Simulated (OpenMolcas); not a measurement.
# SiH3F (SMILES F[SiH3]): levels of theory compared

Aim: a comparison of 6 runs (B3LYP/def2-TZVPP, BLYP/def2-TZVPP, PBE/def2-TZVPP, TPSS/def2-TZVPP, MP2/def2-TZVPP, CCSD(T)/def2-TZVPP) of SiH3F. 

The calculation is run with OpenMolcas 26.06.

1 further run of the same task is left out (set aside as unsound or not needed).

## (1) The molecule

The species is SiH3F (5 atoms), meant as a singlet with charge 0. SMILES: `F[SiH3]`. The Si2–H3 distance was set to 3.260 Å, away from the relaxed value. At this shape a bond of the SMILES string is far longer than usual.

Bond lengths: F1–Si2 1.600 Å, Si2–H4 1.482 Å, Si2–H5 1.482 Å. Angles: F1–Si2–H4 108.3°, F1–Si2–H5 108.3°, H4–Si2–H5 110.6°.

## (2) A single-point energy at B3LYP/def2-TZVPP (run 1)

Input file mol.inp:

```
* FH3Si Kohn-Sham DFT

&gateway
 baslib = $CurrDir
 coord
 5
 bohr
 F     -1.47638822     0.70064242     4.82566510
 Si     1.01408184     0.35652329     3.14626550
 H     -0.69504127    -0.36396125    -2.72819761
 H      2.38470020    -1.90850244     4.05768041
 H      2.59616055     2.64819416     3.43747229
 basis = def2-TZVPP
 group = NoSym

&seward
 gridinput
 Grid=UltraFine
 End of Grid

&scf
 ksdft = B3LYP
 thresholds = 1e-10 1e-07 1e-07 1e-05
 prorbitals = 0
```

The basis set def2-TZVPP is read from a file made from the Basis Set Exchange's data (not shown).

Launch:

```
$ export MOLCAS_MEM=1860
$ pymolcas mol.inp > mol.log
```

Log:

```text
--- Start Module: gateway ---
[...]
--- Stop Module: gateway /rc=_RC_ALL_IS_WELL_ ---
--- Start Module: seward ---
[...]
      Basis functions          115
--- Stop Module: seward /rc=_RC_ALL_IS_WELL_ ---
[...]
--- Start Module: scf ---
[...]
       Convergence after  18 Iterations
[...]
::    Total KS-DFT energy                            -391.1051775274
[...]
      Total spin, S                                     0.0000000000
[...]
      Total electronic charge=   26.000000
      Total            charge=   -0.000000
[...]
      Dipole Moment (debye):
      Origin of the operator (angstrom)=    0.0491    0.2505    1.9528
                   X=  1.7817E+00               Y=  1.6703E-01               Z=  1.8335E+00           Total=  2.5620E+00
      Quadrupole Moment (debye*angstrom):
[...]
--- Stop Module: scf /rc=_RC_ALL_IS_WELL_ ---
[...]
```

Run time: 35 s. Hardware: 1 thread of Arm Neoverse V2, shared host; peak memory 0.7 GiB.

## (3) The energy at BLYP/def2-TZVPP (run 2)

Input file mol.xyz:

```xyz
5

F     -0.781271     0.370764     2.553632
Si     0.536629     0.188664     1.664932
H     -0.367800    -0.192600    -1.443700
H      1.261929    -1.009936     2.147232
H      1.373829     1.401364     1.819032
```

Input file calc.inp:

```
* FH3Si Kohn-Sham DFT

&GATEWAY
  BasLib = $CurrDir
  Coord = mol.xyz
  Basis = def2-TZVPP
  Group = NoSym

&SEWARD
  GridInput
  Grid=UltraFine
  End of Grid

&SCF
  KSDFT = BLYP
  Thresholds = 1e-10 1e-07 1e-07 1e-05
  PrOrbitals = 1 1
```

The basis set def2-TZVPP is read from a file made from the Basis Set Exchange's data (not shown).

Launch:

```
$ export MOLCAS_MEM=1860
$ pymolcas calc.inp > calc.log
```

Log:

```text
--- Start Module: gateway ---
[...]
--- Stop Module: gateway /rc=_RC_ALL_IS_WELL_ ---
--- Start Module: seward ---
[...]
      Basis functions          115
--- Stop Module: seward /rc=_RC_ALL_IS_WELL_ ---
[...]
--- Start Module: scf ---
[...]
       Convergence after  26 Iterations
[...]
::    Total KS-DFT energy                            -391.0779283418
[...]
      Total spin, S                                     0.0000000000
[...]
      Total electronic charge=   26.000000
      Total            charge=   -0.000000
[...]
      Dipole Moment (debye):
      Origin of the operator (angstrom)=    0.0491    0.2505    1.9528
                   X=  1.6487E+00               Y=  1.6335E-01               Z=  1.7612E+00           Total=  2.4181E+00
      Quadrupole Moment (debye*angstrom):
[...]
--- Stop Module: scf /rc=_RC_ALL_IS_WELL_ ---
[...]
```

It took 47 s on 1 thread of Arm Neoverse V2, shared host; peak memory 0.7 GiB.

Run 3 isn't shown in full; the table further down has it.

## (4) The energy at TPSS/def2-TZVPP (run 4)

mol.xyz is that of step 3.

Input file test.input:

```
&GATEWAY
BasLib=$CurrDir
Coord=mol.xyz
Basis=def2-TZVPP
Group=NoSym
&SEWARD
GridInput
Grid=UltraFine
End of Grid
&SCF
KSDFT=2
1.0 MGGA_X_TPSS
1.0 MGGA_C_TPSS
Thresholds=1e-10 1e-07 1e-07 1e-05
PrOrbitals=1
```

The basis set def2-TZVPP is read from a file made from the Basis Set Exchange's data (not shown).

Launch:

```
$ export MOLCAS_MEM=1860
$ pymolcas test.input > test.log
```

Log:

```text
--- Start Module: gateway ---
[...]
--- Stop Module: gateway /rc=_RC_ALL_IS_WELL_ ---
--- Start Module: seward ---
[...]
      Basis functions          115
--- Stop Module: seward /rc=_RC_ALL_IS_WELL_ ---
[...]
--- Start Module: scf ---
[...]
       Convergence after  26 Iterations
[...]
::    Total KS-DFT energy                            -391.1150610539
[...]
      Total spin, S                                     0.0000000000
[...]
      Total electronic charge=   26.000000
      Total            charge=   -0.000000
[...]
      Dipole Moment (debye):
      Origin of the operator (angstrom)=    0.0491    0.2505    1.9528
                   X=  1.6537E+00               Y=  1.7309E-01               Z=  1.8344E+00           Total=  2.4758E+00
      Quadrupole Moment (debye*angstrom):
[...]
--- Stop Module: scf /rc=_RC_ALL_IS_WELL_ ---
[...]
```

Run time: 65 s. Hardware: 1 thread of Arm Neoverse V2, shared host; peak memory 0.7 GiB.

Run 5 isn't shown in full; the table further down has it.

## (5) The energy at CCSD(T)/def2-TZVPP (Cholesky decomposition) (run 6)

Input file calc.input:

```
&gateway
  baslib
  $CurrDir
  coord
  5
  angstrom
  F       -0.781271       0.370764       2.553632
  Si       0.536629       0.188664       1.664932
  H       -0.367800      -0.192600      -1.443700
  H        1.261929      -1.009936       2.147232
  H        1.373829       1.401364       1.819032
  basis
  def2-TZVPP
  group
  NoSym

&seward
  high

&scf
  thresholds
  1e-10 1e-07 1e-07 1e-05
  prorbitals
  0

&chcc
  frozen
  6
  threshold
  1e-08
  maxiterations
  80

&cht3
  frozen
  6
```

The basis set def2-TZVPP is read from a file made from the Basis Set Exchange's data (not shown).

Launch:

```
$ export MOLCAS_MEM=1860
$ pymolcas calc.input > calc.log
```

Log:

```text
--- Start Module: gateway ---
[...]
--- Stop Module: gateway /rc=_RC_ALL_IS_WELL_ ---
[...]
      Basis functions          115
[...]
       Convergence after  15 Iterations
[...]
::    Total SCF energy                               -390.0297511091
[...]
      Total spin, S                                     0.0000000000
[...]
      Total electronic charge=   26.000000
      Total            charge=   -0.000000
[...]
      Dipole Moment (debye):
      Origin of the operator (angstrom)=    0.0491    0.2505    1.9528
                   X=  2.2838E+00               Y=  2.6818E-01               Z=  2.7474E+00           Total=  3.5828E+00
      Quadrupole Moment (debye*angstrom):
[...]
--- Start Module: chcc ---
[...]
--- Stop Module: chcc /rc=_RC_ALL_IS_WELL_ ---
[...]
--- Start Module: cht3 ---
[...]
--- Stop Module: cht3 /rc=_RC_ALL_IS_WELL_ ---
[...]
```

Run time: 6 min. Hardware: 1 thread of Arm Neoverse V2, shared host; peak memory 0.26 GiB.

## (6) The series

```csv
run,level,integration grid,frozen core orbitals,energy (Eh),dipole moment (D) of the reference,HOMO energy (eV),LUMO energy (eV),wall time
1,B3LYP/def2-TZVPP,UltraFine,–,-391.105178,2.56,-6.61,-4.11,35 s
2,BLYP/def2-TZVPP,UltraFine,–,-391.077928,2.42,-5.82,-4.45,47 s
3,PBE/def2-TZVPP,UltraFine,–,-390.833340,2.34,-5.91,-4.51,55 s
4,TPSS/def2-TZVPP,UltraFine,–,-391.115061,2.48,-6.04,-4.51,65 s
5,MP2/def2-TZVPP,–,6,-390.433897,3.58,-8.32,-1.06,15 s
6,CCSD(T)/def2-TZVPP (Cholesky decomposition),–,6,-390.502045,3.58,-8.32,-1.06,6 min
```

## (7) Results

| quantity | value |
| --- | --- |
| run 6: total energy | -390.50205 Eh |
| run 6: dipole moment (mean-field density) | 3.58 D |
| run 6: HOMO energy (Hartree–Fock orbitals) | -8.32 eV |
| run 6: LUMO energy (Hartree–Fock orbitals) | -1.06 eV |
| run 6: HOMO–LUMO gap (Hartree–Fock orbitals) | 7.26 eV |
| run 6: correlation energy (6 core orbitals frozen) | -472.3 mEh |
| run 6: (T) correction | -20.45 mEh |

**Reading.** Over runs 1, 2, 3, 4 the dipole moment (its size) runs from 2.34 D (PBE/def2-TZVPP) to 2.56 D (B3LYP/def2-TZVPP). Over runs 1, 2, 3, 4 the HOMO–LUMO gap runs from 1.37 eV (BLYP/def2-TZVPP) to 2.50 eV (B3LYP/def2-TZVPP). Totals of different functionals can't be ranked against each other. In runs 1, 2, 3, 4, 5, 6 a closed-shell determinant meets a far-stretched bond, which it describes badly. All runs together took 9.6 min, the longest 6 min.
